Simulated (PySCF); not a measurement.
C4H5ClO.
Numbering: `[O:1]=[C:2]([Cl:3])[CH:4]1[CH2:5][CH2:6]1` (hydrogens: H7 on C4; H8, H9 on C5; H10, H11 on C6)

Geometry (PBE0-D3(BJ)/def2-SVP, Å), atoms numbered from 1 in this order:
```xyz
11
C4H5ClO angstrom
O      1.7246   -1.9626    0.6071
C      1.2079   -1.0409    0.0751
Cl     1.9856   -0.2921   -1.3756
C     -0.0587   -0.3974    0.4727
C     -0.2745    1.0919    0.3244
C     -1.0225    0.1591   -0.5509
H     -0.4782   -0.8879    1.3546
H      0.5430    1.6628   -0.1213
H     -0.7946    1.5831    1.1502
H     -2.0824   -0.0220   -0.3578
H     -0.7173    0.0880   -1.5973
```

Jobs on this species (11 atoms, 54 electrons) with PySCF (density fitting). Hardware of each: one thread, Arm Neoverse V2 (aarch64), no GPU, on a shared host. Times come from a shared host and carry two figures at best. Peak memory is the resident size of the whole Python process, interpreter and libraries included.

| level and settings | work | basis functions | SCF cycles | wall time | peak memory |
| --- | --- | --- | --- | --- | --- |
| PBE0/pcSseg-1, IEF-PCM chloroform | shieldings, ring-centre shieldings | 134 | ? | ? | ? |
| BHandHLYP/aug-pcX-1 (pcseg-1 on H, def2-SVPD on Cl) | K-edge TDA, 28 lines | 217 | ? | ? | ? |
| B3LYP/def2-SVPD, IEF-PCM chloroform | 6 singlets by full TDDFT, polarisability | 170 | 13 | 12 s | 0.82 GiB |
| WP04/pcSseg-1, IEF-PCM chloroform | shieldings, ring-centre shieldings | 134 | 15 | 7.9 s | 0.73 GiB |
| PBE0-D3(BJ)/def2-SVP, grid level 1 | geometry optimisation from a GFN2-xTB start shaken at random | 113 | 74 | 36 s | 0.48 GiB |
| wB97X-D/pcSseg-1, IEF-PCM chloroform | shieldings, ring-centre shieldings | 134 | 14 | 10 s | 0.75 GiB |
| PBE0/pcSseg-1, IEF-PCM acetonitrile | shieldings, ring-centre shieldings, charges and field gradients | 134 | 13 | 8.6 s | 0.73 GiB |
| B3LYP/def2-SVPD | 6 singlets by full TDDFT, polarisability, dynamic polarisability | 170 | 14 | 16 s | 0.80 GiB |
| B3LYP/def2-SVPD, IEF-PCM acetonitrile | 6 singlets by full TDDFT, polarisability | 170 | 13 | 12 s | 0.82 GiB |

Question: Fill in the missing figures.

Answer: 
- PBE0/pcSseg-1, IEF-PCM chloroform; shieldings, ring-centre shieldings: 7.4 s, 0.73 GiB, 13 SCF cycles
- BHandHLYP/aug-pcX-1 (pcseg-1 on H, def2-SVPD on Cl); K-edge TDA, 28 lines: 11 s, 0.87 GiB, 13 SCF cycles

Question: What do all jobs in the table cost together?

Answer: About 2.0 min; the longest takes about 30 % of that, and about 4.9 times as long as the shortest.
